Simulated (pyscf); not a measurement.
fluoromethane (H₃C–F) + H₃C–AlH–F -> methane (CH₄) + H₃C–Al(F)–F, a four-centre exchange (singlet surface; C–F, Al–H broken, C–H, Al–F formed). PySCF, gas phase, ωB97X-D3(BJ)/def2-SVP geometries. Energies in kJ/mol from the separated reactants.

Small-basis levels: PySCF, no dispersion term, spherical d functions. GFN2-xTB: tblite. Cost: rough CPU time at the saddle relative to B3LYP/6-31G*, from one job on a shared machine.

```tsv
level	barrier	reaction energy	cost
HF/6-31G*	139.0	-284.6	0.07
MP2/6-31G*	105.8	-311.8	0.08
B3LYP/STO-3G	___	-198.9	0.6
B3LYP/3-21G	___	-297.5	0.7
B3LYP/LANL2DZ	79.2	-280.9	0.7
B3LYP/6-31G*	80.5	-288.3	1
M06-2X/6-31G*	92.8	-290.3	3
PBE/def2-SVP	67.6	-270.8	2
GFN2-xTB	99.4	-234.4	under 0.02
ωB97M-D3(BJ)/def2-TZVP	___	-288.5	–
```

Question: Fill in the missing entries.

Answer: 
- B3LYP/STO-3G, barrier: 179.7
- B3LYP/3-21G, barrier: 23.4
- ωB97M-D3(BJ)/def2-TZVP, barrier: 97.4

Against the last row the barrier runs from -74.0 (B3LYP/3-21G) to +82.3 kJ/mol (B3LYP/STO-3G). ωB97M-D3(BJ)/def2-TZVP has limits of its own. On the reactant side the descent ends in an adduct with a Al–F contact, 64.9 kJ/mol under the separated species and 165.4 kJ/mol under the saddle at ωB97X-D3(BJ)/def2-TZVP. On the product side the descent ends in a complex, 19.5 kJ/mol under the separated species and 403.8 kJ/mol under the saddle at ωB97X-D3(BJ)/def2-TZVP. What is counted as formed (Al–F) is already present as a longer contact in the reactant adduct; forming that adduct is a step of its own. One saddle was located; it need not be the lowest between these sides.
